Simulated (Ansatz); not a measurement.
# BCCD(T)/6-31G(d) (spherical functions) run of C2HCl2F (SMILES FC=C(Cl)Cl)

What is the vertical singlet–triplet gap of C2HCl2F at BCCD(T)/6-31G* (spherical functions)? 

Program for the calculation: Ansatz 0.2.0.

66 further runs of the same task are left out: 66 set aside as unsound or not needed. Runs told in other sessions of the task aren't counted.

## (1) The molecule

The species is C2HCl2F (6 atoms), meant as a singlet with charge 0. SMILES: `FC=C(Cl)Cl`. The coordinates come from a PBE0-D4/def2-TZVP relaxation.

Bond lengths: F1–C2 1.325 Å, C2–C3 1.326 Å, C3–Cl4 1.703 Å, C3–Cl5 1.711 Å, C2–H6 1.082 Å. Angles: F1–C2–C3 121.8°, C2–C3–Cl4 122.7°, C2–C3–Cl5 120.2°, Cl4–C3–Cl5 117.2°, F1–C2–H6 114.8°, C3–C2–H6 123.4°.

## (2) A single-point energy at BCCD(T)/6-31G(d) (spherical functions)

Contents of molecule.yaml:

```yaml
crystal:
  periodic: [false, false, false]
  atoms:
    - symbol: F
      position_ang: [0.369860, -1.453540, 1.016570]
    - symbol: C
      position_ang: [0.335170, -0.183710, 0.639080]
    - symbol: C
      position_ang: [-0.249490, 0.193990, -0.489960]
    - symbol: Cl
      position_ang: [-1.002700, -0.907170, -1.549080]
    - symbol: Cl
      position_ang: [-0.269610, 1.845290, -0.936840]
    - symbol: H
      position_ang: [0.816790, 0.505150, 1.320220]
basis:
  gaussian: {orbitals: 6-31G_st_-spherical.json}
magnetization: {spin_polarized: false}
correlation: {method: bccd_t, frozen_orbitals: {C: 1, Cl: 5, F: 1, H: 0}}
accuracy: high
scf: {omitted_lower_state_checks: [cluster_reference, increment]}
```

The basis set 6-31G* is read from a file made from the Basis Set Exchange's data (not shown).

Started as:

```sh
$ ansatz run molecule.yaml --threads 1 --pin off --max-ram 3480MiB --events-out events.jsonl --progress --plain --runs-dir runs
```

Standard output, shortened:

```text
Warning: RAYON_NUM_THREADS=1 ignored (pool sized by the plan → 1); use --threads N
Functional definition: HF
  name "HF"
[...]
1764 factors; integrals over basis functions are off by at most 5.3e-9 eV
[...]
mean field -29787.25939016 eV, -1094.6615920588 hartree, gradient 9.2e-9 eV, S^2 0.000000; 0 other end points of the search recorded, 0 dependent functions left out; unrestricted orbitals would lower it
13 core orbitals not correlated: weight in the atoms' cores, before any rotation towards them, 1.000 or more for the frozen orbitals, at most 0.000 for the correlated occupied ones
reference -29787.25939016 eV, -1094.6615920588 hartree; 15, 15 occupied and 52, 52 virtual orbitals, 1764 factors
second order -18.42000882 eV of doubles, -0.00000000 eV of singles
cycle   1  -18.79962664 eV  change   -3.8e-1 eV  update   1.0e-1
[...]
cycle  21  -19.35293698 eV  change  -3.8e-11 eV  update   1.1e-9
perturbative correction -0.66072467 eV, -0.0242811838 hartree
Total energy: -29807.27305181 eV, -1095.3970805586 hartree
Checks for a lower state left out: cluster_reference, increment
```

Run time: 24 s. Hardware: 1 thread of Arm Neoverse V1, shared host; peak memory 0.5 GiB.

## (3) The triplet

Contents of molecule.yaml:

```yaml
crystal:
  periodic: [false, false, false]
  atoms:
    - {symbol: F, position_ang: [0.369860, -1.453540, 1.016570]}
    - {symbol: C, position_ang: [0.335170, -0.183710, 0.639080]}
    - {symbol: C, position_ang: [-0.249490, 0.193990, -0.489960]}
    - {symbol: Cl, position_ang: [-1.002700, -0.907170, -1.549080]}
    - {symbol: Cl, position_ang: [-0.269610, 1.845290, -0.936840]}
    - {symbol: H, position_ang: [0.816790, 0.505150, 1.320220]}
basis:
  gaussian:
    orbitals: 6-31G_st_-spherical.json
magnetization:
  spin_polarized: true
  initial_magnetization: 2
accuracy: high
total_charge: 0
scf:
  omitted_lower_state_checks: [cluster_reference, increment]
correlation:
  method: bccd_t
  frozen_orbitals: {C: 1, Cl: 5, F: 1, H: 0}
```

The basis set 6-31G* is read from a file made from the Basis Set Exchange's data (not shown).

Started as:

```sh
$ ansatz run molecule.yaml --threads 1 --pin off --max-ram 3480MiB --events-out events.jsonl --progress --plain --runs-dir runs
```

Standard output, shortened:

```text
Warning: RAYON_NUM_THREADS=1 ignored (pool sized by the plan → 1); use --threads N
Functional definition: HF
  name "HF"
[...]
1764 factors; integrals over basis functions are off by at most 5.3e-9 eV
[...]
mean field -29783.90000437 eV, -1094.5381369080 hartree, gradient 2.4e-8 eV, S^2 2.030142; 2 other end points of the search recorded, 0 dependent functions left out
13 core orbitals not correlated: weight in the atoms' cores, before any rotation towards them, 1.000 or more for the frozen orbitals, at most 0.000 for the correlated occupied ones
reference -29783.90000437 eV, -1094.5381369080 hartree; 16, 14 occupied and 51, 53 virtual orbitals, 1764 factors
second order -17.27016016 eV of doubles, -0.00000000 eV of singles
cycle   1  -17.91803771 eV  change   -6.5e-1 eV  update   1.1e-1
[...]
cycle  26  -18.46240228 eV  change    1.0e-9 eV  update   3.7e-9
perturbative correction -0.57486204 eV, -0.0211257901 hartree
Total energy: -29802.93726868 eV, -1095.2377434677 hartree
Checks for a lower state left out: cluster_reference, increment
```

Run time: 94 s. Hardware: 1 thread of Arm Neoverse V1, shared host; peak memory 0.95 GiB.

## (4) Summary of results

At BCCD(T)/6-31G* (spherical functions), 13 core orbitals frozen:

```
                                             quantity           value
                                singlet: total energy  -1095.39708 Eh
singlet: correlation energy (13 core orbitals frozen)      -735.5 mEh
                              singlet: (T) correction      -24.28 mEh
                                triplet: total energy  -1095.23774 Eh
triplet: correlation energy (13 core orbitals frozen)      -699.6 mEh
                              triplet: (T) correction      -21.13 mEh
           triplet: ⟨S²⟩ of the reference determinant           2.030
     vertical energy of the triplet above the singlet        4.336 eV
```

**Reading.** At this shape the triplet lies 4.34 eV (100 kcal/mol) above the singlet. The restricted solution (singlet) is unstable to spin breaking: an unrestricted one lies lower. The triples (singlet) make up 3.3 % of the correlation energy. The triples (triplet) make up 3.0 % of the correlation energy.
